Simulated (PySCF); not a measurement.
How the functional moves excitation energies

Lithium diatomic, Li₂.
SMILES: `[Li][Li]`

Linear-response calculations in the def2-SVPD basis (PySCF; singlets by full response, triplets Tamm–Dancoff, core orbitals frozen in the response; HF means time-dependent Hartree–Fock). 'Strongest' is the level of largest summed f among the singlets computed (10 roots, of which the last may lack a degenerate partner); it can jump between rows when another state enters that window. S1 is the lowest singlet of each run and needn't be the same state throughout; f(S1) is that of one state. Isolated species at its PBE0-D3(BJ)/def2-SVP geometry, gas phase.

| functional | kind | S1 (eV) | f(S1) | strongest (eV) | T1 (eV) | HOMO (eV) | gap (eV) | ionisation energy, ΔSCF (eV) |
| --- | --- | --- | --- | --- | --- | --- | --- | --- |
| LDA | LDA | 1.85 | 0.444 | 2.50 | 1.02 | -3.16 | 1.35 | 5.23 |
| PBE | GGA | 1.88 | 0.451 | 2.54 | 0.90 | -3.16 | 1.37 | 5.21 |
| PBE0 | global hybrid, 25% exact exchange | 1.90 | 0.453 | 2.53 | 0.92 | -3.71 | 2.39 | 5.15 |
| BHandHLYP | global hybrid, 50% exact exchange | 1.97 | 0.452 | 2.55 | 1.09 | -4.13 | 3.30 | 5.12 |
| CAM-B3LYP | range-separated hybrid | 1.98 | 0.449 | 2.56 | 1.09 | -4.52 | 3.85 | 5.23 |
| wB97X-D | range-separated hybrid | 1.98 | 0.460 | 2.45 | 1.44 | -5.04 | 4.93 | 5.04 |
| LC-wPBE | range-separated hybrid | 1.99 | 0.452 | 2.52 | 0.99 | -5.38 | 5.27 | 5.09 |
| HF | Hartree–Fock | 1.96 | 0.467 | 2.46 | 0.65 | -4.81 | 5.01 | not settled |

Problem. What does B3LYP (global hybrid, 20% exact exchange) give?

Solution. S1 (eV) 1.92, f(S1) 0.448, strongest (eV) 2.55, T1 (eV) 1.06, HOMO (eV) -3.58, gap (eV) 2.14, ionisation energy, ΔSCF (eV) 5.27. S1 runs from 1.85 eV (LDA) to 1.99 eV (LC-wPBE), a spread of 0.14 eV, while the orbital gap spreads over 3.9 eV. −ε(HOMO) comes closest to its own ΔSCF ionisation energy with wB97X-D (0.00 eV) and misses most with LDA (-2.07 eV). 'Not settled' means that the ion's SCF failed to converge or may have ended in another state than the lowest.
